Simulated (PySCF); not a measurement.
PySCF input (PBE0/6-311G**):

```python
import numpy as np, basis_set_exchange as bse
from pyscf import gto, scf, dft, df
from pyscf.prop.polarizability import rks as pol

basis = {'C': gto.basis.parse(bse.get_basis('6-311G**', elements=['C'], fmt='nwchem')), 'F': gto.basis.parse(bse.get_basis('6-311G**', elements=['F'], fmt='nwchem')), 'H': gto.basis.parse(bse.get_basis('6-311G**', elements=['H'], fmt='nwchem'))}
mol = gto.M(
    atom='''
    C     0.00439699    0.00529408    0.50425813
    F    -0.01696785    1.10243765   -0.30214647
    F     0.01189880   -1.10854091   -0.27918568
    H    -0.90251824   -0.00024261    1.11129806
    H     0.92175780    0.02340746    1.09514257
    ''',
    basis=basis,
    charge=0,
    verbose=4,
    max_memory=8640,
)
mf = dft.RKS(mol, xc='pbe0')
mf.grids.level = 3
mf = mf.density_fit(auxbasis=df.autoaux(mol))
mf.conv_tol = 1e-9
mf.max_cycle = 100
print('smallest overlap eigenvalue', np.linalg.eigvalsh(mol.intor('int1e_ovlp'))[0])
mf.kernel()
dip = mf.dip_moment()
p = pol.Polarizability(mf)
p.max_cycle_cphf = 60
alpha = p.polarizability()
print('polarisability/bohr^3', alpha.trace() / 3)
```

Output:

```
PySCF version 2.14.0

[INPUT] verbose = 4
[INPUT] num. atoms = 5
[INPUT] num. electrons = 26
[INPUT] charge = 0
[INPUT] spin (= nelec alpha-beta = 2S) = 0
[INPUT] symmetry False subgroup None
[INPUT] Mole.unit = angstrom
[INPUT] Symbol           X                Y                Z      unit          X                Y                Z       unit  Magmom
[INPUT]  1 C      0.004396990000   0.005294080000   0.504258130000 AA    0.008309106872   0.010004361282   0.952909761785 Bohr   0.0
[INPUT]  2 F     -0.016967850000   1.102437650000  -0.302146470000 AA   -0.032064589423   2.083305227909  -0.570974077804 Bohr   0.0
[INPUT]  3 F      0.011898800000  -1.108540910000  -0.279185680000 AA    0.022485473211  -2.094838717776  -0.527584473100 Bohr   0.0
[INPUT]  4 H     -0.902518240000  -0.000242610000   1.111298060000 AA   -1.705512296024  -0.000458466455   2.100048976160 Bohr   0.0
[INPUT]  5 H      0.921757800000   0.023407460000   1.095142570000 AA    1.741869795182   0.044233688672   2.069519524652 Bohr   0.0

nuclear repulsion = 76.9879429486616
number of shells = 32
number of NR pGTOs = 109
number of NR cGTOs = 66
basis = {'C': [[0, [4563.24, 0.00196665], [682.024, 0.0152306], [154.973, 0.0761269], [44.4553, 0.260801], [13.029, 0.616462], [1.82773, 0.221006]], [0, [20.9642, 0.11466], [4.80331, 0.919999], [1.45933, -0.00303068]], [0, [0.483456, 1.0]], [0, [0.145585, 1.0]], [1, [20.9642, 0.0402487], [4.80331, 0.237594], [1.45933, 0.815854]], [1, [0.483456, 1.0]], [1, [0.145585, 1.0]], [2, [0.626, 1.0]]], 'F': [[0, [11427.1, 0.00180093], [1722.35, 0.0137419], [395.746, 0.0681334], [115.139, 0.233325], [33.6026, 0.589086], [4.91901, 0.299505]], [0, [55.4441, 0.114536], [12.6323, 0.920512], [3.71756, -0.00337804]], [0, [1.16545, 1.0]], [0, [0.321892, 1.0]], [1, [55.4441, 0.0354609], [12.6323, 0.237451], [3.71756, 0.820458]], [1, [1.16545, 1.0]], [1, [0.321892, 1.0]], [2, [1.75, 1.0]]], 'H': [[0, [33.865, 0.0254938], [5.09479, 0.190373], [1.15879, 0.852161]], [0, [0.32584, 1.0]], [0, [0.102741, 1.0]], [1, [0.75, 1.0]]]}
ecp = {}
ETB for H: l = 0, exps = 0.205482 * 1.8^n , n = 0..10
ETB for H: l = 1, exps = 0.852741 * 2^n , n = 0..2
ETB for H: l = 2, exps = 1.5 * 2.2^n , n = 0..0
ETB for F: l = 0, exps = 0.643784 * 1.8^n , n = 0..13
ETB for F: l = 1, exps = 0.643784 * 1.8^n , n = 0..11
ETB for F: l = 2, exps = 0.643784 * 1.8^n , n = 0..9
ETB for F: l = 3, exps = 2.071892 * 2.2^n , n = 0..2
ETB for C: l = 0, exps = 0.29117 * 1.8^n , n = 0..13
ETB for C: l = 1, exps = 0.29117 * 1.8^n , n = 0..11
ETB for C: l = 2, exps = 0.29117 * 1.8^n , n = 0..10
ETB for C: l = 3, exps = 0.771585 * 2.2^n , n = 0..2
smallest overlap eigenvalue 0.012240231790770056

******** <class 'pyscf.df.df_jk.DFRKS'> ********
method = DFRKS
initial guess = minao
damping factor = 0
level_shift factor = 0
DIIS = <class 'pyscf.scf.diis.CDIIS'>
diis_start_cycle = 1
diis_space = 8
diis_damp = 0
SCF conv_tol = 1e-09
SCF conv_tol_grad = None
SCF max_cycles = 100
direct_scf = False
XC library pyscf.dft.libxc version 7.1.2
    S. Lehtola, C. Steigemann, M. J. T. Oliveira, and M. A. L. Marques,  SoftwareX 7, 1–5 (2018)
XC functionals = pbe0
    C. Adamo and V. Barone,  J. Chem. Phys. 110, 6158 (1999)
    M. Ernzerhof and G. E. Scuseria,  J. Chem. Phys. 110, 5029 (1999)
radial grids:
    Treutler-Ahlrichs [JCP 102, 346 (1995); DOI:10.1063/1.469408] (M4) radial grids

becke partition: Becke, JCP 88, 2547 (1988); DOI:10.1063/1.454033
pruning grids: <function nwchem_prune>
grids dens level: 3
symmetrized grids: False
atomic radii adjust function: <function treutler_atomic_radii_adjust>
small_rho_cutoff = 0
Set gradient conv threshold to 3.16228e-05
Initial guess from minao.
tot grids = 62264
******** <class 'pyscf.df.df.DF'> ********
auxbasis = {'H': [[0, [np.float64(73.3666746661153), 1]], [0, [np.float64(40.75926370339739), 1]], [0, [np.float64(22.644035390776324), 1]], [0, [np.float64(12.580019661542401), 1]], [0, [np.float64(6.988899811968), 1]], [0, [np.float64(3.8827221177600006), 1]], [0, [np.float64(2.1570678432), 1]], [0, [np.float64(1.198371024), 1]], [0, [np.float64(0.66576168), 1]], [0, [np.float64(0.3698676), 1]], [0, [np.float64(0.205482), 1]], [1, [np.float64(3.410964), 1]], [1, [np.float64(1.705482), 1]], [1, [np.float64(0.852741), 1]], [2, [np.float64(1.5), 1]]], 'F': [[0, [np.float64(1340.5491613081251), 1]], [0, [np.float64(744.7495340600695), 1]], [0, [np.float64(413.74974114448304), 1]], [0, [np.float64(229.8609673024906), 1]], [0, [np.float64(127.70053739027254), 1]], [0, [np.float64(70.94474299459586), 1]], [0, [np.float64(39.41374610810881), 1]], [0, [np.float64(21.896525615616003), 1]], [0, [np.float64(12.164736453120002), 1]], [0, [np.float64(6.758186918400001), 1]], [0, [np.float64(3.7545482880000005), 1]], [0, [np.float64(2.08586016), 1]], [0, [np.float64(1.1588112000000002), 1]], [0, [np.float64(0.643784), 1]], [1, [np.float64(413.74974114448304), 1]], [1, [np.float64(229.8609673024906), 1]], [1, [np.float64(127.70053739027254), 1]], [1, [np.float64(70.94474299459586), 1]], [1, [np.float64(39.41374610810881), 1]], [1, [np.float64(21.896525615616003), 1]], [1, [np.float64(12.164736453120002), 1]], [1, [np.float64(6.758186918400001), 1]], [1, [np.float64(3.7545482880000005), 1]], [1, [np.float64(2.08586016), 1]], [1, [np.float64(1.1588112000000002), 1]], [1, [np.float64(0.643784), 1]], [2, [np.float64(127.70053739027254), 1]], [2, [np.float64(70.94474299459586), 1]], [2, [np.float64(39.41374610810881), 1]], [2, [np.float64(21.896525615616003), 1]], [2, [np.float64(12.164736453120002), 1]], [2, [np.float64(6.758186918400001), 1]], [2, [np.float64(3.7545482880000005), 1]], [2, [np.float64(2.08586016), 1]], [2, [np.float64(1.1588112000000002), 1]], [2, [np.float64(0.643784), 1]], [3, [np.float64(10.027957280000003), 1]], [3, [np.float64(4.5581624000000005), 1]], [3, [np.float64(2.071892), 1]]], 'C': [[0, [np.float64(606.3022679937476), 1]], [0, [np.float64(336.8345933298598), 1]], [0, [np.float64(187.13032962769984), 1]], [0, [np.float64(103.96129423761103), 1]], [0, [np.float64(57.75627457645057), 1]], [0, [np.float64(32.08681920913921), 1]], [0, [np.float64(17.826010671744), 1]], [0, [np.float64(9.903339262080001), 1]], [0, [np.float64(5.5018551456), 1]], [0, [np.float64(3.0565861919999997), 1]], [0, [np.float64(1.6981034400000001), 1]], [0, [np.float64(0.9433908), 1]], [0, [np.float64(0.524106), 1]], [0, [np.float64(0.29117), 1]], [1, [np.float64(187.13032962769984), 1]], [1, [np.float64(103.96129423761103), 1]], [1, [np.float64(57.75627457645057), 1]], [1, [np.float64(32.08681920913921), 1]], [1, [np.float64(17.826010671744), 1]], [1, [np.float64(9.903339262080001), 1]], [1, [np.float64(5.5018551456), 1]], [1, [np.float64(3.0565861919999997), 1]], [1, [np.float64(1.6981034400000001), 1]], [1, [np.float64(0.9433908), 1]], [1, [np.float64(0.524106), 1]], [1, [np.float64(0.29117), 1]], [2, [np.float64(103.96129423761103), 1]], [2, [np.float64(57.75627457645057), 1]], [2, [np.float64(32.08681920913921), 1]], [2, [np.float64(17.826010671744), 1]], [2, [np.float64(9.903339262080001), 1]], [2, [np.float64(5.5018551456), 1]], [2, [np.float64(3.0565861919999997), 1]], [2, [np.float64(1.6981034400000001), 1]], [2, [np.float64(0.9433908), 1]], [2, [np.float64(0.524106), 1]], [2, [np.float64(0.29117), 1]], [3, [np.float64(3.7344714000000003), 1]], [3, [np.float64(1.697487), 1]], [3, [np.float64(0.771585), 1]]]}
init E= -239.009287185261
  HOMO = -0.365987116173311  LUMO = 0.0550048130659138  gap/eV = 11.45577
cycle= 1 E= -238.746976017157  delta_E= 0.262  |g|= 0.652  |ddm|= 1.55
  HOMO = -0.3153257691332  LUMO = 0.0392401572300969  gap/eV = 9.64823
cycle= 2 E= -238.678059093706  delta_E= 0.0689  |g|= 0.958  |ddm|= 0.748
  HOMO = -0.359032078341215  LUMO = 0.0632763711074062  gap/eV = 11.49160
cycle= 3 E= -238.813186018781  delta_E= -0.135  |g|= 0.0234  |ddm|= 0.438
  HOMO = -0.358587753706828  LUMO = 0.0635963540765445  gap/eV = 11.48821
cycle= 4 E= -238.813260739094  delta_E= -7.47e-05  |g|= 0.00456  |ddm|= 0.0123
  HOMO = -0.358880578802513  LUMO = 0.063751731703551  gap/eV = 11.50041
cycle= 5 E= -238.81326356256  delta_E= -2.82e-06  |g|= 0.000618  |ddm|= 0.00255
  HOMO = -0.358765858395412  LUMO = 0.0637790836220411  gap/eV = 11.49803
cycle= 6 E= -238.813263623971  delta_E= -6.14e-08  |g|= 0.000286  |ddm|= 0.000576
  HOMO = -0.358808129476092  LUMO = 0.0637613191681758  gap/eV = 11.49870
cycle= 7 E= -238.813263641893  delta_E= -1.79e-08  |g|= 1.76e-05  |ddm|= 0.000193
  HOMO = -0.358805808841147  LUMO = 0.0637629904958672  gap/eV = 11.49868
cycle= 8 E= -238.813263641948  delta_E= -5.55e-11  |g|= 2.4e-06  |ddm|= 1.21e-05
  HOMO = -0.358805623015922  LUMO = 0.0637627808246108  gap/eV = 11.49867
Extra cycle  E= -238.813263641949  delta_E= -6.82e-13  |g|= 1.79e-06  |ddm|= 2.47e-06
converged SCF energy = -238.813263641949
Dipole moment(X, Y, Z, Debye):  0.01700,  0.02047,  1.94912
Isotropic polarizability 13.0478982582
Polarizability anisotropy 1.09303220545
polarisability/bohr^3 13.047898258177133
```
